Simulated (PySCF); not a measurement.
Species: C5H9P.
SMILES with atom numbers: `[CH3:1][CH2:2][C:3]1=[CH:4][P:5]1[CH3:6]` (hydrogens: H7, H8, H9 on C1; H10, H11 on C2; H12 on C4; H13, H14, H15 on C6)

Vertical excitations from PySCF (density fitting, frozen core in the response, grid level 2 and gas phase unless stated; continuum runs use non-equilibrium linear response for the excitations) on a GFN2-xTB geometry. Reference run:

```tsv
settings	S1, eV (f)	S2, eV (f)	S3, eV (f)	S4, eV (f)	S5, eV (f)	S6, eV (f)	T1, eV (Tamm–Dancoff)	mean α (au)
CAM-B3LYP/def2-SVPD, full TDDFT, 8 singlets	5.29 (0.004)	5.75 (0.022)	5.82 (0.012)	6.44 (0.009)	6.55 (0.065)	6.92 (0.023)	4.13	84.0
```

What do these settings give: WP04/def2-SVPD, damping 0.3 at the start, DIIS from the seventh cycle, energy threshold 1e-06 Eh, TDA, 6 singlets?

| settings | S1, eV (f) | S2, eV (f) | S3, eV (f) | S4, eV (f) | S5, eV (f) | S6, eV (f) | T1, eV (Tamm–Dancoff) | mean α (au) |
| --- | --- | --- | --- | --- | --- | --- | --- | --- |
| WP04/def2-SVPD, damping 0.3 at the start, DIIS from the seventh cycle, energy threshold 1e-06 Eh, TDA, 6 singlets | 5.13 (0.006) | 5.69 (0.017) | 5.79 (0.006) | 6.52 (0.002) | 6.74 (0.059) | 6.92 (0.016) | 3.99 | 80.2 |

S1 moves by -0.16 eV; functional and response scheme change together, so the shift can't be laid on one. States are counted by energy in each run and needn't keep their character from row to row.

WP04 was designed for NMR shieldings or shifts; total energies of different functionals aren't comparable.

Give the leading configurations of S1 (H = HOMO, L = LUMO) and the HOMO–LUMO gap of each run.

```csv
settings,S1 configurations (weight),S1 (eV),orbital gap (eV),S1 − gap (eV)
"CAM-B3LYP/def2-SVPD, full TDDFT, 8 singlets",H→L 0.86,5.29,8.82,-3.53
"WP04/def2-SVPD, damping 0.3 at the start, DIIS from the seventh cycle, energy threshold 1e-06 Eh, TDA, 6 singlets",H→L 0.91,5.13,5.56,-0.43
```

The values belong to the conformer `[CH3:1][CH2:2][C:3]1=[CH:4][P:5]1[CH3:6]`: C1–C2–C3–C4 -2°.
